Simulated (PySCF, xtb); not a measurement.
fluorine cation (F₂), SMILES FF (connectivity only; charge and spin as stated), charge +1, multiplicity 2.

Harmonic wavenumbers (cm⁻¹) from GFN2-xTB (xtb 6.7.1) at its own minimum, in rising order: 860.

Problem. What does B3LYP-D3(BJ)/def2-TZVPD in PySCF 2.14.0 give at its own minimum? (The exact figures need the calculation; the answer reports its results.)

Solution. 1234. Paired by order, the mean absolute difference is 374 cm⁻¹ and the zero-point energies are 1.2 and 1.8 kcal/mol.
